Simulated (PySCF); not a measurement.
Molecule: SMILES C1[C@@H](O)[C@H]1F, C3H5FO.

Geometry (Å), atoms numbered from 1 in this order:
```xyz
10

O     1.5589   -0.6217   -0.6235
C     0.4993   -0.5393    0.2593
C    -0.9178   -0.3562   -0.2258
C    -0.2146    0.7584    0.4928
F     0.1871    1.8213   -0.2708
H     1.5207    0.1289   -1.2303
H     0.6755   -1.1860    1.1090
H    -1.7217   -0.8675    0.2772
H    -1.0660   -0.2263   -1.2872
H    -0.5124    1.0931    1.4768
```

Frames of a GFN2-xTB Langevin trajectory at 300 K; GIAO PBE0/pcSseg-1 shieldings in PySCF, gas phase, non-relativistic; equivalent atoms averaged within each frame.

References, each an isolated molecule treated in the same way: ¹⁷O (336.08 ppm) vs H2O; TMS for ¹³C (186.93 ppm) and ¹H (31.72 ppm); ¹⁹F (170.95 ppm) vs CFCl3. The references are static minima.

Question: How do the shifts (ppm) fluctuate along the trajectory?

Answer: 
```csv
time (fs),O1,C4,C2,C3,F5,H10,H7,H8,H9,H6
250,26.5,76.6,47.3,20.0,-251.9,5.36,2.51,1.80,1.59,1.45
425,27.9,69.9,51.3,19.9,-264.2,3.94,3.71,1.30,1.24,2.94
625,16.0,65.4,54.8,19.7,-277.5,4.06,2.55,1.42,1.77,2.33
800,5.0,80.3,57.7,19.3,-255.9,5.48,4.79,1.11,1.82,0.59
1000,25.8,70.9,57.8,10.8,-267.9,4.17,2.92,-0.51,1.47,0.52
mean of frames,20.2,72.6,53.8,17.9,-263.5,4.60,3.30,1.02,1.58,1.57
standard deviation,9.7,5.8,4.5,4.0,10.1,0.75,0.96,0.90,0.24,1.06
```

5 frames give an uncertainty of the mean of about the standard deviation over 2.2 at best, since frames this close in time may not be independent; classical motion lacks zero-point vibration, and the reference would need the same averaging.
